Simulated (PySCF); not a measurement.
`BP` (BH4P). Level of theory: PBE0-D3(BJ)/def2-SVP geometry optimisation, gas phase in PySCF 2.14.0.

```
atom  x, y, z in Å
B1     0.9345    0.0818    0.0466
P2    -0.8580   -0.0576   -0.4133
H3     1.4429    1.1736    0.1180
H4     1.6090   -0.9170    0.0948
H5    -1.5266    0.9768    0.2878
H6    -1.3472   -1.2044    0.2609
```

Which two atoms are farthest apart?

H3···H6 and H4···H5, 3.669 Å down to 3.668 Å.

Work out the bond lengths B1–P2, B1–H3, B1–H4, P2–H5, P2–H6 in bohr.

For B1–P2 the difference vector is (-1.7925, -0.1394, -0.4599) Å, of length 1.8558 Å. 1 bohr = 0.529177 Å. B1–P2 3.507; B1–H3 2.280; B1–H4 2.279; P2–H5 2.678; P2–H6 2.678 bohr.

How far apart are these pairs, which share no bond: B1···H6, P2···H3, H3···H5, H4···H6, H5···H6?

B1···H6 2.628 Å (2 bonds apart); P2···H3 2.663 Å (2 bonds apart); H3···H5 2.981 Å (3 bonds apart); H4···H6 2.975 Å (3 bonds apart); H5···H6 2.189 Å (2 bonds apart).

Where is the centre of mass (commonest isotopes), and what is the radius of gyration?

Mass 46.014 u; centre at (-0.350, -0.019, -0.250) Å; Rg = √(Σ m r²/M) = 0.968 Å. As Ia + Ib + Ic = 2 Σ m r², the three principal moments sum to 86.2 u·Å².

What is the repulsion energy of the bare nuclei, Σ ZA·ZB/RAB?

46.09 Eh over 15 pairs, with full nuclear charges and distances in bohr; the largest single term is 21.39 Eh (B1 with P2).

What are the angles H3–B1–H4, P2–B1–H4, B1–P2–H5, B1–P2–H6, H5–P2–H6?

From the scalar product of the two bond vectors; for H3–B1–H4 it is -0.7441 Å² over 1.2065 × 1.2062 Å², cos θ = -0.5113. H3–B1–H4 120.8°; P2–B1–H4 119.2°; B1–P2–H5 106.2°; B1–P2–H6 106.0°; H5–P2–H6 101.1°.

Give the dihedral angles H4–B1–P2–H5, H4–B1–P2–H6, H3–B1–P2–H5, H3–B1–P2–H6.

H4–B1–P2–H5 148° (anticlinal); H4–B1–P2–H6 41° (synclinal); H3–B1–P2–H5 -42° (synclinal); H3–B1–P2–H6 -148° (anticlinal). Dihedral signs follow IUPAC: positive where, seen along the central bond, the front bond turns clockwise onto the rear one.

The point group is Cs within 0.08 Å; differences among equivalent distances and angles are scatter left by the optimiser. No frequency check. One conformer, not necessarily the lowest.

Hardware: Arm Neoverse V2, one thread, shared host with 32 logical CPUs at a one-minute load of 20. Cost: 3.2 s of wall time, 0.26 GiB resident at most. This is the geometry optimisation.
